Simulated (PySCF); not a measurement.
# C4H6O (2-Butenal): the cost of one run

The runs use PySCF 2.14.0, with density-fitted response routines of our own; the level of theory stands in each step. All values are computed, except where a source is named. Atoms count from 0, in the outputs and in this text.

### 1 The starting structure

11 atoms, charge 0, multiplicity 1; geometry from: MMFF94s. The atoms were then displaced at random by about 0.03 Å, so the start is not that level's minimum.

Bonds of the start (Å): C0–C1 1.41, C1–C2 1.31, C2–C3 1.62, C3–O4 1.12, C0–H5 1.18, C0–H6 1.06, C0–H7 1.13, C1–H8 1.04, C2–H9 1.10, C3–H10 1.10.

### 2 Optimising the geometry at PBE0-D3(BJ)/def2-SVP

Job settings and geometry (Å):

```
{"job": {"xc": "PBE0", "basis": "def2-SVP", "d3": "d3bj", "grid": 1, "shake": 0.03, "kind": "geom"}, "charge": 0, "multiplicity": 1}
C     -1.696950    -0.052000     0.060830
C     -0.349780    -0.398260    -0.143870
C      0.645180     0.408570     0.114780
C      2.191420    -0.043360    -0.075860
O      3.040810     0.650910     0.153220
H     -1.860890     1.059390     0.427150
H     -2.222520    -0.658190     0.753400
H     -2.241720    -0.010920    -0.922860
H     -0.177650    -1.374240    -0.461460
H      0.584460     1.416290     0.552730
H      2.185700    -1.083670    -0.427180
```

The run is started by

```
> OMP_NUM_THREADS=1 python probes_run.py task.json out
```

This one command runs all jobs of the session in turn.

Q: Estimate the wall time and peak memory of this first job on 1 thread of Arm Neoverse V2, shared host.

About 31 s, with a peak of 0.39 GiB.
